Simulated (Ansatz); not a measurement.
AlCl₃, charge +1, doublet, at a GFN2-xTB geometry of the parent state (such geometries of metal compounds can be far from the true shape) (a state made from the parent by changing its charge; the spin is typed, not shown lowest); HF/6-31G (Ansatz, a first-principles code).

Input for Ansatz:
Ansatz 0.2 input:
```yaml
crystal:
  periodic: [false, false, false]
  atoms:
    - {symbol: Al, position_ang: [0.00007163, -0.00003268, -0.01168397]}
    - {symbol: Cl, position_ang: [0.01172470, 2.02980854, -0.00262734]}
    - {symbol: Cl, position_ang: [1.75194248, -1.02503148, 0.01658624]}
    - {symbol: Cl, position_ang: [-1.76372195, -1.00475207, -0.00502410]}
basis:
  gaussian:
    orbitals: 6-31G
hamiltonian:
  xc: hf
total_charge: 1
magnetization: {spin_polarized: true, initial_magnetization: 1}
```

It wrote (shortened):

```
Functional definition: HF
561 factors; integrals over basis functions are off by at most 5.4e-5 eV
mean field evaluation 1: about -44080.7715 eV, gradient 1.2e1 eV
mean field evaluation 2: about -44080.7783 eV, gradient 1.2e1 eV
mean field evaluation 4: about -44082.0993 eV, gradient 7.7e-1 eV
mean field evaluation 8: about -44082.1109 eV, gradient 3.3e-2 eV
mean field evaluation 16: about -44082.4026 eV, gradient 2.0e-2 eV
mean field evaluation 32: about -44082.3879 eV, gradient 4.7e-1 eV
mean field evaluation 64: about -44082.2438 eV, gradient 1.7e0 eV
mean field evaluation 96: about -44082.3895 eV, gradient 6.6e-1 eV
mean field evaluation 128: about -44081.8487 eV, gradient 5.4e0 eV
mean field evaluation 160: about -44082.5329 eV, gradient 2.4e-2 eV
mean field evaluation 192: about -44082.6419 eV, gradient 1.9e0 eV
mean field -44082.76663463 eV, -1620.0117934503 hartree, gradient 6.6e-6 eV, S^2 0.753183; 10 other end points of the search recorded, 0 dependent functions left out
reference -44082.76663463 eV, -1620.0117934503 hartree; 32, 31 occupied and 20, 21 virtual orbitals, 561 factors
Total energy: -44082.76663463 eV, -1620.0117934503 hartree
```
